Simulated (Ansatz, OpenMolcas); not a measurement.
## Strength of the C–H bond: C2H6N → C2H5N + H

Species: C2H6N `C[N]C`, doublet; C2H5N `C=NC`, singlet; H atom, doublet. 

Shapes, held fixed at every level: PBE0-D4/def2-TZVP. Programs: Ansatz 0.2.0, OpenMolcas 26.06. A level may come from different programs for different species; with the same settings they agree closely. The zero-point and thermal change to 298 K, harmonic and unscaled (PBE0-D4/def2-TZVP), is -19.7 kJ/mol.

```
               level                    kind  ΔH(298 K) (kJ/mol)  less CCSD(T)/CBS estimate
   PBE-D4/def2-TZVPP                     GGA              +141.6                       +1.9
       PBE0/def2-SVP           global hybrid              +152.3                      +12.6
 BHLYP-D4/def2-TZVPP           global hybrid              +168.5                      +28.8
  wB97X-V/def2-TZVPP  range-separated hybrid              +153.5                      +13.8
   B2PLYP/def2-TZVPP           double hybrid              +141.1                       +1.4
      MP2/def2-TZVPP     perturbation theory              +112.5                      -27.2
  CCSD(T)/def2-TZVPP   coupled cluster or CI              +138.8                       -0.9
CCSD(T)/CBS estimate   coupled cluster or CI              +139.7                        0.0
```

The highest level, CCSD(T)/CBS estimate, gives ΔH(298 K) = +139.7 kJ/mol; the levels span +112.5 to +168.5. A fragment pairs its electrons up again, so this isn't a typical strength of such a bond. The column of differences is taken from that level and isn't an error. No measured value is set beside it here. Open shells run unrestricted unless RO is named. The CBS estimate extrapolates MP2 from def2-TZVPP and def2-QZVPP and adds CCSD(T) − MP2 in the triple-zeta set, cores frozen.
